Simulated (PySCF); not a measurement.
2-chloro-2-propen-1-ol, C₃H₅ClO, SMILES C=C(Cl)CO, point group C1.

Level: B3LYP/pcSseg-1 in PySCF (density fitting, grid level 2); geometry and Hessian at that level, cubic constants and property derivatives from steps of ±0.6 along each species' dimensionless normal coordinates, second-order vibrational perturbation theory. The parent has the commonest isotopes.

Equilibrium geometry (Å):

```
atom        x        y        z
  C1   1.5172   0.6730  -0.0275
  C2   0.2093   0.5082   0.1062
 Cl3  -0.8613   1.9220   0.2230
  C4  -0.5360  -0.7978   0.1814
  O5  -1.4695  -0.9780  -0.8678
  H6   2.1588  -0.2006  -0.1139
  H7   1.9812   1.6536  -0.0537
  H8  -1.0206  -0.8751   1.1679
  H9   0.1876  -1.6138   0.0964
 H10  -2.1313  -0.2728  -0.8022
```

(1) Give the equilibrium and ground-state rotational constants (MHz) of parent; ²H at 6.

(2) How is the parent's vibrational correction B0 − Be made up?

(3) And its quartic centrifugal distortion constants from the harmonic force field?

(4) Which nuclear quadrupole couplings χaa, χbb, χcc (MHz) does the parent show, at equilibrium and averaged?

A mode lies under 250 cm⁻¹, where this perturbation treatment is rough. Internal rotors are held in one well.

Answers

(1) 
| species | Ae | Be | Ce | A0 | B0 | C0 | Δ0 (u Å²) | harmonic ZPE (cm⁻¹) |
| --- | --- | --- | --- | --- | --- | --- | --- | --- |
| parent | 5182.2 | 3310.2 | 2178.5 | 5143.2 | 3299.3 | 2163 | -17.791 | 16627 |
| ²H at 6 | 4825.9 | 3308.8 | 2113 | 4790.6 | 3297.4 | 2097.9 | -17.861 | 15940 |

Δ0 = Ic − Ia − Ib from the ground-state constants.

(2) 
```csv
axis,harmonic,Coriolis,cubic,total (MHz)
a,8.18,-6.93,-40.3,-39
b,6.19,-1.96,-15.2,-11
c,1.34,-1.01,-15.9,-15.6
```

(3) Asymmetric top, A reduction, Ir representation: ΔJ = 1.97 kHz, ΔJK = -3.58 kHz, ΔK = 5.26 kHz, δJ = 0.806 kHz, δK = 1.99 kHz.

(4) 35Cl at 3: -5.2, -29.9, 35.1 and -5.1, -29.8, 34.9.
